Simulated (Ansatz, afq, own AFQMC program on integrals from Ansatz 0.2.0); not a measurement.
AFQMC on a folder of integrals that Ansatz 0.2.0 wrote.

```yaml
crystal:
  periodic: [false, false, false]
  atoms:
    - {symbol: B, position_ang: [0.000000, 0.024631, 0.707241]}
    - {symbol: N, position_ang: [0.000000, -0.043245, -0.619792]}
    - {symbol: H, position_ang: [0.000000, 1.115161, 1.232352]}
    - {symbol: H, position_ang: [0.000000, -0.969115, 1.385961]}
    - {symbol: H, position_ang: [0.000000, 0.190722, -1.591212]}
basis:
  gaussian: {orbitals: cc-pVTZ}
magnetization: {spin_polarized: true, initial_magnetization: 1}
correlation: {method: ccsd_t, electrons: outside_noble_gas, hamiltonian_folder: ham}
```

```sh
$ ansatz run in.yaml --threads 1 --pin off --events-out ev --progress --plain --max-ram 24576MiB --backend cuda --devices 0, --max-vram 18GiB
```

Options of the walk:

```
--method free --trial cisd --walkers 400 --time-step 0.03 --max-blocks 4000 --target-error 0.0004 --factor-cut 1e-05 --seed 9467 --times 0,0.21,0.42,0.81,1.2,1.8,2.4,3 --taylor-order 8
```

Times are imaginary, in 1/Eh. The walk had a cap of 113 s.

Output of the walk:

```
orbitals 100  electrons 6 5  factors 583 of 583
reference energy -80.87261733 Eh
CCSD correlation -0.31210361 Eh in 13 cycles, weight of the determinant in the CISD state 0.8773
repeat  energy at the last time / Eh  error
    10  -81.197058  0.000953
    20  -81.197877  0.000639
    30  -81.198843  0.000642
    40  -81.198152  0.000709
    50  -81.198198  0.000615
    60  -81.197661  0.000564
    70  -81.197235  0.000547
    80  -81.197346  0.000489
    90  -81.197300  0.000452
   100  -81.197363  0.000421
   110  -81.197318  0.000395
time / (1/Eh)  energy / Eh  error  mean overlap
  0.00  -81.184687  0.000075  1.1396
  0.21  -81.192191  0.000100  1.1347
  0.42  -81.194623  0.000110  1.1313
  0.81  -81.196468  0.000127  1.1253
  1.20  -81.196950  0.000147  1.1299
  1.80  -81.197352  0.000210  1.1320
  2.40  -81.197335  0.000222  1.1358
  3.00  -81.197313  0.000392  1.1491
energy -81.197313 +/- 0.000392 Eh
```

The run passed its tests (error under three times the target), which doesn't prove that it has relaxed.

Against this walk (error 10.7 meV) on the same determinant: CCSD(T) 29.4 meV higher. The error is statistical, and a free projection of finite length keeps a remainder of its start. None of these is a sure reference here.

Cautions: remainder of the start not in the error.

The walk took 86 s on 1 × NVIDIA H100 80GB HBM3 with 2 threads of AMD EPYC 7R13 Processor (Zen 3), with other jobs on the host (the card was shared). The log's last line is the free-projection energy.

A walk keeps the symmetry of its determinant, which the program's search chose and which needn't be the lowest solution, so a lower state of the same spin and another symmetry isn't excluded.
